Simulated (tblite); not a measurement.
Species: C₃H₆NPS.
Cartesian coordinates in Å at the GFN2-xTB level; atoms count from 1:
```
atom  x, y, z in Å
C1     1.507    0.458   -0.148
P2     0.328   -0.814    0.429
S3     0.809   -2.656    0.122
C4    -1.299   -0.325   -0.329
C5    -1.613    1.030    0.008
N6    -1.819    2.116    0.299
H7     1.707    0.285   -1.207
H8     1.111    1.461    0.004
H9     2.438    0.336    0.405
H10    0.114   -0.430    1.760
H11   -1.212   -0.450   -1.414
H12   -2.069   -1.009    0.044
```

Level: GFN2-xTB in tblite, geometry and Hessian alike; calculated harmonic values, unscaled, isolated species. Errors from tens to a few hundred cm⁻¹ against measured bands are possible. Modes of hydrogen on phosphorus can be 10 to 20 % off. One conformer, not necessarily the lowest.

Harmonic wavenumbers (cm⁻¹): 55.5, 106.7, 160.2, 187.2, 222.5, 243.8, 375.1, 448.8, 647.4, 668.0, 731.3, 750.1, 795.3, 857.9, 893.6, 946.8, 990.5, 1040.1, 1161.3, 1308.1, 1365.3, 1402.8, 1418.4, 2215.2, 2398.8, 2923.0, 2937.2, 2982.0, 2997.1, 3009.3.

A = 5386, B = 1293, C = 1105 MHz; mass 118.996 u (most abundant isotopes); point group C1, symmetry number 1.

Question: What is the zero-point energy?

Answer: ½Σν̃ = 18120 cm⁻¹ = 51.81 kcal/mol.

Question: What is S at 273.15 K and 1 bar for an ideal gas of classical rigid rotors and harmonic oscillators?

Answer: Translation 39.83, rotation 27.86, vibration 18.73: S = 86.4 cal/(mol K).

Question: And Cp and H(273.15 K) − H(0)?

Answer: Cp = 27.43 cal/(mol K), of which vibrations give 19.48 (their classical limit is 30 R = 59.6); H(273.15 K) − H(0) = 4.93 kcal/mol without the zero-point energy, 2.75 from vibrations.

Question: How do the functions run with temperature in this model?

Answer: 
```csv
T (K),S (cal/(mol K)),Cp (cal/(mol K)),H − H(0) (kcal/mol),G − H(0) (kcal/mol),ln q(vib)
150,72.6,19.4,2.04,-8.85,2.03
250,84.1,25.9,4.31,-16.71,3.92
298.15,88.9,29.0,5.63,-20.87,4.81
400,98.3,34.8,8.89,-30.41,6.67
600,114.1,43.2,16.75,-51.69,10.14
900,133.2,51.1,30.99,-88.90,14.87
```

q(vib) and H(0) count from the zero-point level.

Question: Blend soft modes into free rotors: weight 1/[1 + (100 cm⁻¹/ν̃)⁴] for the oscillator and the rest for a rotor with moment μB/(μ + B), μ = h/(8π²ν), B = 10⁻⁴⁴ kg m². What vibrational entropy results?

Answer: 17.55 cal/(mol K) in place of 18.73, which changes −T·S at 273.15 K by +0.32 kcal/mol.

Question: What must be added to the electronic energy to get the Gibbs energy at 273.15 K and 1 bar?

Answer: ZPE + [H(273.15 K) − H(0)] − T·S = 51.81 + 4.93 − 23.61 = 33.13 kcal/mol.

Hindered rotation and anharmonicity are outside this model. Other conformers, if any are populated, would add a mixing term that is left out. The structure is chiral; the term R ln 2 for an equal mix with its mirror image is left out.
